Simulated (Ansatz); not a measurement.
Process, species as SMILES: [SiH2]C (CH3-SiH2) → C[SiH2-] (an electron is taken up)
B3LYP-D3(BJ)/def2-TZVP geometries, fixed; electronic energies without zero-point terms; positive where energy is released.

Effect of a fitting basis named in the input at HF/aug-cc-pV(T+d)Z with Ansatz (a program for electronic structure), against the last row, where the adiabatic electron affinity is -0.14 eV (the electron is unbound at this level). Open shells are unrestricted. The default fits or decomposes integrals by the program's own choice; accuracy: high also tightens integrals, grids and stops.

```tsv
setting	largest shift of a total energy (mEh)	shift of the adiabatic electron affinity (eV)
fitting: def2-SV(P)-JKFIT	0.008	0.000
fitting: def2-universal-JKFIT	0.008	0.000
fitting: cc-pVTZ-JKFIT	0.069	0.003
fitting: cc-pVQZ-JKFIT	0.060	0.002
fitting: cc-pV5Z-JKFIT	0.043	0.001
accuracy: high	-0.007	0.000
accuracy: medium (default)	0.000	0.000
```

Within 0.002 eV in the adiabatic electron affinity: fitting: def2-SV(P)-JKFIT; fitting: def2-universal-JKFIT; fitting: cc-pVQZ-JKFIT; fitting: cc-pV5Z-JKFIT; accuracy: high. The largest shift is 0.069 mEh in a total energy and 0.003 eV in the difference.
